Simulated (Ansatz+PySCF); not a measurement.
Two shapes of singlet CH₂F₂.

Shape 1:

```xyz
5

C     0.4910    0.0000    0.0000
H     1.1116    0.6461    0.6461
H     1.1116   -0.6461   -0.6461
F    -0.2872    0.7749   -0.7749
F    -0.2872   -0.7749    0.7749
```

Shape 2:

```xyz
5

C     0.5028   -0.0104   -0.0475
H     1.0938    0.6769    0.6109
H     1.1138   -0.6084   -0.6133
F    -0.3106    0.8060   -0.7436
F    -0.2633   -0.8180    0.7834
```

Basis set: def2-SVP (spherical functions). Correlated methods keep 3 orbitals frozen. Charge 0, multiplicity 1.

Computed with Ansatz (development build ahead of 0.2.0); each method stands on the lowest determinant of its kind that the runs found.

Task: Which shape is lower in energy, and by how much in each method?

Result:

| method | E(2) − E(1) (eV) |
| --- | --- |
| UHF | 0.221 |
| UHF-MP2 | 0.197 |
| UHF-CCSD | 0.203 |
| UHF-CCSD(T) | 0.199 |
| ωB97X (unrestricted) | 0.206 |

Shape 1 is lower.
